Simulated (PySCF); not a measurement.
PySCF job for butadiene cation (C₄H₆), SMILES C=CC=C (connectivity only; charge and spin as stated), charge +1, multiplicity 2, PBE0/pcH-1. Coordinates come from a PBE0-D3(BJ)/def2-SVP optimisation. The multiplicity is an assumed one; other spin states were not compared. One conformer was computed; it need not be the lowest.

```python
import numpy as np
from pyscf import gto, scf, dft
from pyscf.prop.hfc import uks as hfc
from pyscf.prop.gtensor import uks as gtensor

mol = gto.M(
    atom='''
    C     0.10467054   -1.85381621   -0.00000000
    C    -0.41599482   -0.56714549    0.00000000
    C     0.41599482    0.56714549   -0.00000000
    C    -0.10467054    1.85381621    0.00000000
    H     1.18658119   -2.02665304    0.00000000
    H    -0.55204523   -2.72944581    0.00000000
    H    -1.50359791   -0.43008369   -0.00000000
    H     1.50359791    0.43008369    0.00000000
    H     0.55204523    2.72944581   -0.00000000
    H    -1.18658119    2.02665304   -0.00000000
    ''',
    basis='pcH-1',
    charge=1,
    spin=1,
    max_memory=1600,
    verbose=3,
)
mf = dft.UKS(mol, xc='pbe0').density_fit(auxbasis='def2-universal-jkfit')
mf.grids.level = 3
mf.conv_tol = 1e-10
mf.max_cycle = 100
mf.kernel()
fine, coarse = mf.grids, dft.Grids(mol).set(level=1).build(with_non0tab=True)
for _ in range(3):  # follow internal instabilities
    mf.grids = coarse
    mo, _, stable, _ = mf.stability(return_status=True, nroots=4)
    mf.grids = fine
    if stable:
        break
    mf.kernel(mf.make_rdm1(mo, mf.mo_occ))
A = hfc.HFC(mf).make_fcdip(mf.make_rdm1())  # Fermi contact and dipolar terms, MHz
print('atom   A(iso)/MHz   principal dipolar parts/MHz')
for i, a in enumerate(A):
    w = np.linalg.eigvalsh((a + a.T) / 2)
    print(f'{mol.atom_symbol(i):2s}{i + 1:3d} {w.mean():12.2f}', (w - w.mean()).round(2))
gt = gtensor.GTensor(mf)
gt.dia_soc2e, gt.para_soc2e, gt.so_eff_charge = None, None, True
gt.max_cycle_cphf = 60
g = gt.kernel()
```

Program output:

```

WARN: HOMO -0.268672150324756 >= LUMO -0.268672150324754

converged SCF energy = -155.480671658143  <S^2> = 0.77926068  2S+1 = 2.0290497
<class 'pyscf.df.df_jk.DFUKS'> wavefunction is stable in the internal stability analysis
atom   A(iso)/MHz   principal dipolar parts/MHz
C   1        38.76 [-39.7  -39.3   78.99]
C   2       -12.46 [-6.91 -2.23  9.15]
C   3       -12.46 [-6.91 -2.23  9.15]
C   4        38.76 [-39.7  -39.3   78.99]
H   5       -35.62 [-17.57  -2.93  20.5 ]
H   6       -36.68 [-18.29  -2.66  20.95]
H   7        -3.84 [-4.16 -2.71  6.87]
H   8        -3.84 [-4.16 -2.71  6.87]
H   9       -36.68 [-18.29  -2.66  20.95]
H  10       -35.62 [-17.57  -2.93  20.5 ]
SOC(1e)/OZ [-6.43448673e-05  1.12871433e-03 -2.34189397e-06]
free electron g 2.00231930436182
g-tensor total [2.00221055 2.00339124 2.00221848]
g-shift (ppt) [-0.1087497   1.07193859 -0.10082747]
```

Self-consistency was reached.
